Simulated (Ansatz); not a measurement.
**H3S+ (triplet): B2PLYP, RPA-PBE over a scan of the scale of all distances, 6-31G**

Aim: run H3S+ (triplet) with these functionals over a scan of the scale of all distances, and hold them against the top wave-function level at the same points.

Program: Ansatz 0.2.0, Gaussian basis. Level of theory: 6-31G, all electrons in the functionals, frozen cores in the correlation of double hybrids and RPA. These are calculated values, not measurements.

To be run: B2PLYP, RPA-PBE, at 0.870; 1.000; 1.107; 1.278; 1.485; 1.766; 2.006; 2.364.

14 further runs of the same task are left out: 1 for a known fault of the program, 11 that didn't finish, 2 set aside as unsound or not needed.

## 1. The geometry

The geometry derives from a PBE0/def2-TZVP stationary point (not a proven minimum). All distances are scaled together.

4 atoms, charge 1, spin multiplicity 3.

Atoms are counted from 1 here; the program's logs count them from 0.

Bond lengths: S1–H2 1.357 Å, S1–H3 1.520 Å, S1–H4 1.520 Å. Angles: H2–S1–H3 89.9°, H2–S1–H4 89.9°, H3–S1–H4 179.9°.

As a file:

```xyz
4

S     0.00000   -0.03910    0.00000
H     0.00000    1.31838    0.00000
H     0.00000   -0.03719    1.52013
H     0.00000   -0.03719   -1.52013
```

No dispersion term is added.

The geometry shown and the zero of energy belong to the point 1.000. The yardstick, FCI, and other wave-function levels (R restricted, U unrestricted, valence and pair active spaces) come from earlier runs.

## 2. B2PLYP, 0.870

Contents of in.yaml:

```yaml
crystal:
  periodic: [false, false, false]
  atoms:
    - {symbol: S, position_ang: [0.000000, -0.034020, 0.000000]}
    - {symbol: H, position_ang: [0.000000, 1.146987, 0.000000]}
    - {symbol: H, position_ang: [0.000000, -0.032358, 1.322510]}
    - {symbol: H, position_ang: [0.000000, -0.032358, -1.322510]}
basis:
  gaussian: {orbitals: 6-31G}
total_charge: 1
magnetization: {spin_polarized: true, initial_magnetization: 2}
hamiltonian: {xc: {name: B2PLYP}}
correlation: {electrons: outside_noble_gas}
```

The run is started by

```bash
ansatz run in.yaml --threads 1 --pin off --events-out ev --progress --plain --max-ram 2393MiB
```

The runs that follow: B2PLYP, 1.000; B2PLYP, 1.107; B2PLYP, 1.278; B2PLYP, 1.485; B2PLYP, 1.766; B2PLYP, 2.006; B2PLYP, 2.364; RPA-PBE, 0.870; RPA-PBE, 1.000; RPA-PBE, 1.107; RPA-PBE, 1.278; RPA-PBE, 1.485; RPA-PBE, 1.766; RPA-PBE, 2.006; RPA-PBE, 2.364.

Q: Predict the results of all the runs planned. Wanted: span of the FCI curve; largest miss, B2PLYP; largest miss, RPA-PBE.

As calculated:

| quantity | value |
| --- | --- |
| span of the FCI curve | 95.0 kcal/mol |
| largest miss, B2PLYP | +25.5 kcal/mol (1.766) |
| largest miss, RPA-PBE | +6.4 kcal/mol (1.766) |

What this shows: RPA-PBE strays by up to 6.4 kcal/mol, at 1.766. RPA-PBE clearly breaks the spin symmetry at some points (⟨S²⟩ up to 1.51 above the pure value), so energy there is bought with a mixed spin. Functionals and the yardstick converge differently with the basis, so part of each miss in 6-31G is the basis.
